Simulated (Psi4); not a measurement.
**triplet H3O+ at 3 levels**

Aim: a comparison of 3 runs (U-r2SCAN/aug-cc-pVTZ, U-revPBE/aug-cc-pVTZ, UM06-L/aug-cc-pVTZ) of triplet H3O+. 

The results are computed with Psi4 1.11.

### Step 1. The system as given

H3O+: 4 atoms, total charge +1, spin state triplet. SMILES of the parent species: `[OH3+]`. Geometry: relaxed at PBE0-D4/def2-TZVP. That shape belongs to the parent species and isn't relaxed for this state.

Bond lengths: O1–H2 0.978 Å, O1–H3 0.978 Å, O1–H4 0.978 Å. Angles: H2–O1–H3 113.0°, H2–O1–H4 113.0°, H3–O1–H4 113.0°.

### Step 2. Energy and forces at U-r2SCAN/aug-cc-pVTZ (run 1)

Contents of h3o.py:

```python
import psi4

psi4.set_memory('2200 MB')
psi4.set_num_threads(1)
psi4.core.set_output_file('h3o.out', False)

mol = psi4.geometry("""
1 3
O      0.181970    -0.056700    -0.052760
H      0.219060     0.918440     0.015140
H     -0.408890    -0.368290    -0.767380
H      0.007860    -0.493450     0.805020
symmetry c1
""")

options = {'basis': 'aug-cc-pVTZ', 'reference': 'uks', 'puream': True, 'e_convergence': 1e-09, 'd_convergence': 1e-08, 'scf_type': 'pk', 'dft_radial_points': 99, 'dft_spherical_points': 590, 'maxiter': 100}
psi4.set_options(options)

E, wfn = psi4.gradient("r2scan", return_wfn=True)
psi4.oeprop(wfn, "WIBERG_LOWDIN_INDICES", "QUADRUPOLE", "DIPOLE")
print('gradient / Eh bohr^-1')
print(E.np.round(6))
print(f'energy = {wfn.energy():.10f} Eh')
for k, v in sorted(psi4.core.scalar_variables().items()):
    print(f'{k:45s} {v:18.10f}')
```

Started as:

```sh
$ python h3o.py
```

h3o.out:

```text
[...]
  Running in c1 symmetry.
[...]
  Nuclear repulsion =   13.956307360664804
[...]
  Multiplicity = 3
[...]
  Nalpha       = 6
  Nbeta        = 4
[...]
    Number of basis functions: 115
[...]
   @UKS iter   1:   -76.28238194934897    4.88850e-01   1.74026e-03 DIIS/ADIIS
[...]
   @UKS iter  10:   -76.30080187560463   -6.53699e-13   5.10256e-09 DIIS
[...]
   @S^2 Observed:                2.003002699E+00
[...]
  @UKS Final Energy:   -76.30080187560463
   => Energetics <=
    Nuclear Repulsion Energy =             13.9563073606648036
    One-Electron Energy =                -126.6235400362130719
    Two-Electron Energy =                  45.6326434310083542
    DFT Exchange-Correlation Energy =      -9.2662126310647182
    Empirical Dispersion Energy =           0.0000000000000000
    VV10 Nonlocal Energy =                  0.0000000000000000
    Total Energy =                        -76.3008018756046340
[...]
  -Total Gradient:
     Atom            X                  Y                   Z
    ------   -----------------  -----------------  -----------------
       1       -0.009322772615     0.002908010389     0.002707360098
       2       -0.034629156988    -0.122767234384    -0.000606219774
       3        0.050370041707     0.051401672284     0.105312158401
       4       -0.006043392119     0.068339859169    -0.107514220546
[...]
 Multipole Moments:
 ------------------------------------------------------------------------------------
     Multipole            Electronic (a.u.)      Nuclear  (a.u.)        Total (a.u.)
 ------------------------------------------------------------------------------------
 L = 1.  Multiply by 2.5417464519 to convert [e a0] to [Debye]
 Dipole X            :          0.5192836           -0.5737000           -0.0544163
 Dipole Y            :         -0.1618415            0.1787591            0.0169176
 Dipole Z            :         -0.1504946            0.1663531            0.0158585
 Magnitude           :                                                    0.0591510
 L = 2.  Multiply by 1.3450342976 to convert [e a0^2] to [Debye ang]
 Quadrupole XX       :         -6.2714140            1.2178037           -5.0536103
 Quadrupole XY       :         -1.0575266            1.1024355            0.0449089
[...]
```

On the terminal:

```text
gradient / Eh bohr^-1
[[-0.009323  0.002908  0.002707]
 [-0.034629 -0.122767 -0.000606]
 [ 0.05037   0.051402  0.105312]
 [-0.006043  0.06834  -0.107514]]
energy = -76.3008018756 Eh
CURRENT ENERGY                                    -76.3008018756
CURRENT REFERENCE ENERGY                          -76.3008018756
DD SOLVATION ENERGY                                 0.0000000000
DFT FUNCTIONAL TOTAL ENERGY                       -76.3008018756
DFT TOTAL ENERGY                                  -76.3008018756
DFT VV10 ENERGY                                     0.0000000000
DFT XC ENERGY                                      -9.2662126311
GRID ELECTRONS ALPHA                                6.0000003368
GRID ELECTRONS BETA                                 3.9999999952
GRID ELECTRONS TOTAL                               10.0000003320
NUCLEAR REPULSION ENERGY                           13.9563073607
ONE-ELECTRON ENERGY                              -126.6235400362
PCM POLARIZATION ENERGY                             0.0000000000
PE ENERGY                                           0.0000000000
SCF ITERATION ENERGY                              -76.3008018756
SCF ITERATIONS                                     10.0000000000
SCF TOTAL ENERGY                                  -76.3008018756
TWO-ELECTRON ENERGY                                45.6326434310
XC GRID RADIAL POINTS                              99.0000000000
XC GRID SPHERICAL POINTS                          590.0000000000
XC GRID TOTAL POINTS                           227065.0000000000
```

It took 66 s on 1 thread of Intel Xeon Platinum 8375C at 2.90GHz (Ice Lake), shared host; peak memory 0.81 GiB.

### Step 3. A single-point energy at U-revPBE/aug-cc-pVTZ (run 2)

Contents of input.json:

```json
{
  "schema_name": "qcschema_input",
  "schema_version": 1,
  "molecule": {
    "schema_name": "qcschema_molecule",
    "schema_version": 2,
    "symbols": ["O", "H", "H", "H"],
    "geometry": [0.34387346, -0.10714747, -0.09970195, 0.4139634, 1.73560006, 0.02861045, -0.77269012, -0.69596723, -1.45013803, 0.01485325, -0.93248536, 1.52126732],
    "molecular_charge": 1,
    "molecular_multiplicity": 3,
    "fix_symmetry": "c1"
  },
  "driver": "energy",
  "model": {
    "method": "revpbe",
    "basis": "aug-cc-pVTZ"
  },
  "keywords": {
    "reference": "uks",
    "puream": true,
    "e_convergence": 1e-09,
    "d_convergence": 1e-08,
    "scf_type": "pk",
    "dft_radial_points": 99,
    "dft_spherical_points": 590,
    "maxiter": 100,
    "scf_properties": ["LOWDIN_CHARGES", "MAYER_INDICES", "DIPOLE"]
  }
}
```

Started as:

```sh
$ psi4 --qcschema input.json -n 1 --memory 2200MB
```

stdout:

```text
[...]
  Running in c1 symmetry.
[...]
  Nuclear repulsion =   13.956307389084099
[...]
  Multiplicity = 3
[...]
  Nalpha       = 6
  Nbeta        = 4
[...]
    Number of basis functions: 115
[...]
   @UKS iter   1:   -76.29900435874802    4.98651e-01   1.72457e-03 ADIIS/DIIS
[...]
   @UKS iter  10:   -76.31760465765046   -2.89901e-12   1.42159e-09 DIIS
[...]
   @S^2 Observed:                2.001376280E+00
[...]
    Orbital Energies [Eh]
    ---------------------
    Alpha Occupied:
       1A    -19.423741     2A     -1.552269     3A     -1.037258
       4A     -1.037234     5A     -0.944167     6A     -0.385489
    Alpha Virtual:
       7A     -0.299809     8A     -0.299803     9A     -0.186858
      10A     -0.168528    11A     -0.168523    12A     -0.143880
      13A     -0.099661    14A     -0.099650    15A     -0.081468
      16A     -0.074358    17A     -0.074354    18A      0.019441
      19A      0.052558    20A      0.052564    21A      0.055950
      22A      0.067557    23A      0.078118    24A      0.078121
      25A      0.155694    26A      0.155699    27A      0.212497
[...]
  @UKS Final Energy:   -76.31760465765046
   => Energetics <=
    Nuclear Repulsion Energy =             13.9563073890840990
    One-Electron Energy =                -126.6006171592776894
    Two-Electron Energy =                  45.6056251244429376
    DFT Exchange-Correlation Energy =      -9.2789200118998139
    Empirical Dispersion Energy =           0.0000000000000000
    VV10 Nonlocal Energy =                  0.0000000000000000
    Total Energy =                        -76.3176046576504632
[...]
 Multipole Moments:
 ------------------------------------------------------------------------------------
     Multipole            Electronic (a.u.)      Nuclear  (a.u.)        Total (a.u.)
 ------------------------------------------------------------------------------------
 L = 1.  Multiply by 2.5417464519 to convert [e a0] to [Debye]
 Dipole X            :          0.4942809           -0.5737000           -0.0794191
 Dipole Y            :         -0.1540574            0.1787591            0.0247017
 Dipole Z            :         -0.1432585            0.1663531            0.0230947
 Magnitude           :                                                    0.0863187
[...]
```

The result, in JSON:

```text
{
 "driver": "energy",
 "model": {
  "method": "revpbe",
  "basis": "aug-cc-pVTZ"
 },
 "success": true,
 "return_result": -76.31760465765046,
 "properties": {
  "calcinfo_nbasis": 115,
  "calcinfo_nmo": 115,
  "calcinfo_nalpha": 6,
  "calcinfo_nbeta": 4,
  "calcinfo_natom": 4,
  "nuclear_repulsion_energy": 13.956307389084099,
  "return_energy": -76.31760465765046,
  "scf_one_electron_energy": -126.60061715927769,
  "scf_two_electron_energy": 45.60562512444294,
  "scf_xc_energy": -9.278920011899814,
  "scf_dipole_moment": [-0.07941907142973526, 0.02470169798678029, 0.023094667172944006],
  "scf_total_energy": -76.31760465765046,
  "scf_iterations": 10
 }
}
```

Run time: 23 s. Hardware: 1 thread of Intel Xeon Platinum 8375C at 2.90GHz (Ice Lake), shared host; peak memory 0.77 GiB.

### Step 4. Energy and gradient at UM06-L/aug-cc-pVTZ (run 3)

Contents of h3o_ase.py:

```python
import numpy as np
from ase.calculators.psi4 import Psi4
from ase import Atoms

a = Atoms(['O', 'H', 'H', 'H'], positions=[
    [0.181970, -0.056700, -0.052760],
    [0.219060, 0.918440, 0.015140],
    [-0.408890, -0.368290, -0.767380],
    [0.007860, -0.493450, 0.805020],
])
calc = Psi4(atoms=a, method='m06-l', basis='aug-cc-pVTZ', memory='2200MB', num_threads=1, charge=1, multiplicity=3, label='h3o', reference='uks')
calc.psi4.set_options({'puream': True, 'e_convergence': 1e-09, 'd_convergence': 1e-08, 'scf_type': 'pk', 'dft_radial_points': 99, 'dft_spherical_points': 590, 'maxiter': 100})
a.calc = calc

forces = a.get_forces()
print(f'energy: {a.get_potential_energy():.6f} eV')
print('forces / eV A^-1')
print(np.round(forces, 5))
```

Started as:

```sh
$ python h3o_ase.py
```

h3o.dat:

```text
[...]
  Running in c1 symmetry.
[...]
  Nuclear repulsion =   13.956307360664804
[...]
  Multiplicity = 3
[...]
  Nalpha       = 6
  Nbeta        = 4
[...]
    Number of basis functions: 115
[...]
   @UKS iter   1:   -76.29175754149180    4.77081e-01   1.65234e-03 ADIIS/DIIS
[...]
   @UKS iter  11:   -76.30917035307874   -2.37890e-11   8.18387e-09 DIIS
[...]
   @S^2 Observed:                2.002826504E+00
[...]
  @UKS Final Energy:   -76.30917035307874
   => Energetics <=
    Nuclear Repulsion Energy =             13.9563073606648036
    One-Electron Energy =                -126.6432701159436078
    Two-Electron Energy =                  45.6621899737923655
    DFT Exchange-Correlation Energy =      -9.2843975715923062
    Empirical Dispersion Energy =           0.0000000000000000
    VV10 Nonlocal Energy =                  0.0000000000000000
    Total Energy =                        -76.3091703530787413
[...]
 Multipole Moments:
 ------------------------------------------------------------------------------------
     Multipole            Electronic (a.u.)      Nuclear  (a.u.)        Total (a.u.)
 ------------------------------------------------------------------------------------
 L = 1.  Multiply by 2.5417464519 to convert [e a0] to [Debye]
 Dipole X            :          0.5695279           -0.5737000           -0.0041720
 Dipole Y            :         -0.1775017            0.1787591            0.0012574
 Dipole Z            :         -0.1650737            0.1663531            0.0012794
 Magnitude           :                                                    0.0045414
[...]
  -Total Gradient:
     Atom            X                  Y                   Z
    ------   -----------------  -----------------  -----------------
       1       -0.009872382843     0.003080131784     0.002860317322
       2       -0.033862991406    -0.120500025642    -0.000626796447
       3        0.049530582240     0.050404285473     0.103305435004
       4       -0.005810943448     0.067014046911    -0.105530754957
[...]
```

Standard output:

```text
energy: -2076.478292 eV
forces / eV A^-1
[[ 0.50766 -0.15839 -0.14708]
 [ 1.74131  6.19636  0.03223]
 [-2.54696 -2.59189 -5.31218]
 [ 0.29881 -3.446    5.42661]]
```

Run time: 64 s. Hardware: 1 thread of Intel Xeon Platinum 8375C at 2.90GHz (Ice Lake), shared host; peak memory 0.83 GiB.

### Step 5. All runs side by side

```csv
run,level,task,energy (Eh),HOMO energy (eV),⟨S²⟩,largest force (eV/Å),wall time
1,U-r2SCAN/aug-cc-pVTZ,gradient,-76.300802,-10.72,2.003,6.559,66 s
2,U-revPBE/aug-cc-pVTZ,energy,-76.317605,-10.49,2.001,–,23 s
3,UM06-L/aug-cc-pVTZ,gradient,-76.309170,-10.26,2.003,6.436,64 s
```

### Step 6. Results

| quantity | value |
| --- | --- |
| run 3: total energy | -76.30917 Eh |
| run 3: HOMO energy (highest over α and β) | -10.26 eV |
| run 3: ⟨S²⟩ | 2.003 |
| run 3: largest force on an atom | 6.436 eV/Å |

In words: Totals of different functionals can't be ranked against each other. All runs together took 2.6 min, the longest 66 s.
